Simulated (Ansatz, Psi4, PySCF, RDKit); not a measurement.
Gas-phase reaction in SMILES: [CH2-][SiH3] → C[SiH2-]

Quantity: isomerisation energy (electronic), in kcal/mol. Terms: frozen cores in correlated levels; no dispersion term unless named; non-relativistic; six Cartesian d functions in 6-31G* and its kin unless marked 5d; 6-311+G** with 5d, 6d on Na to Ar in Ansatz (a first-principles code); spin-orbit terms left out; LANL2DZ with its own core potentials from Na on. CBS marks a two-point X^-3 extrapolation of the correlation energy; Hartree-Fock from the larger set. The bracket is a focal-point correction in the basis named. First-principles rows: single points at B3LYP-D3(BJ) geometries (Ansatz). Force-field rows are steric energies at their own minima; these count from a zero that differs with the bonding, so a difference between isomers is a use outside their ground. Sets without +, aug- or the D of def2-TZVPD hold no diffuse functions, which anions need.

Coupled cluster (Ansatz) is a level with limits of its own, used here on species with T1 under 0.025 (0.045 for open shells) and stable references: RI-MP2/CBS(aug-cc-pV(T+d)Z,aug-cc-pV(Q+d)Z)+[CCSD(T)-MP2]/aug-cc-pV(T+d)Z.

Value to compare with, RI-MP2/CBS(aug-cc-pV(T+d)Z,aug-cc-pV(Q+d)Z)+[CCSD(T)-MP2]/aug-cc-pV(T+d)Z (Ansatz): -13.1 kcal/mol.

```
level                        program  isomerisation energy (electronic) (kcal/mol)  difference
--------------------  --------------  --------------------------------------------  ----------
UFF steric energy              RDKit                                           0.0        13.1
HF/STO-3G                     Ansatz                                         -41.2       -28.1
HF/3-21G                      Ansatz                                         -39.2       -26.1
PBE/def2-SVP                  Ansatz                                         -18.7        -5.6
PBE/6-311+G**                 Ansatz                                         -16.9        -3.8
BP86/6-31G* (5d)               PySCF                                         -22.7        -9.6
B3LYP/LANL2DZ                 Ansatz                                         -24.8       -11.7
B3LYP/6-31G                   Ansatz                                         -34.5       -21.4
M06-2X/6-31G* (5d)             PySCF                                         -23.7       -10.6
M06-2X/6-311+G**               PySCF                                         -16.9        -3.8
wB97X-D/6-311+G**               Psi4                                         -16.3        -3.2
MP2/STO-3G                    Ansatz                                         -41.9       -28.8
MP2/6-311+G**                 Ansatz                                         -12.8         0.3
r2SCAN-D4/def2-TZVPD  Ansatz + dftd4                                         -12.9         0.2
B3LYP/def2-TZVPD              Ansatz                                         -13.2        -0.1
wB97M-V/def2-TZVPD            Ansatz                                         -13.5        -0.4
```

Among the 13 habitual levels, MP2/STO-3G lies farthest from RI-MP2/CBS(aug-cc-pV(T+d)Z,aug-cc-pV(Q+d)Z)+[CCSD(T)-MP2]/aug-cc-pV(T+d)Z (Ansatz) (-28.8 kcal/mol) and MP2/6-311+G** nearest (0.3); 2 of 13 lie above it, and their mean absolute difference is 12.8 kcal/mol, the median 10.6. One case shows no general order.

The levels are drawn from those run, B3LYP/6-31G* more often than the rest, none by its result; runs whose electronic state is in doubt are left out.
